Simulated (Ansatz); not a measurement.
Zinc-blende HgTe, treated with BLYP (PAW; Ansatz, a program for electronic structure).

Run with plane-wave cutoff 520 eV, 10×10×10 k mesh, Fermi–Dirac smearing 0.01 eV, scalar-relativistic PAW data made under PBE.

Equation-of-state points:

```tsv
V (Å³/atom)	E − E_lowest (meV/atom)
37.482	13.67
38.280	5.86
39.077	1.44
39.875	0.00
40.672	1.19
41.470	4.70
42.267	10.25
```

What bulk modulus B0 and pressure derivative B′ does a third-order Birch–Murnaghan fit give?

V0 = 39.896 Å³/atom, B0 = 26.3 GPa, B′ = 5.3 (fit to the energies at full precision).

Measured, for comparison: bulk modulus 42.3 GPa (temperature not stated, no zero-point or thermal correction; as tabulated in Toher et al. (2017), arXiv:1611.05714); equilibrium volume per atom 33.70 Å³/atom (room temperature, no zero-point or thermal correction; as tabulated in Cava et al. (2013), arXiv:1302.1059). Computed (rounded) less measured: bulk modulus -38 %, equilibrium volume per atom +18.4 %.

Note: the cell is over a tenth larger than the published one: the level's own overestimate first of all, though another phase or state, or a fault of the published cell, is possible.

Spin–orbit coupling is not included; it can open a gap where bands touch, and shift volumes and moduli.

The computed numbers hold no vibrational or temperature effects.
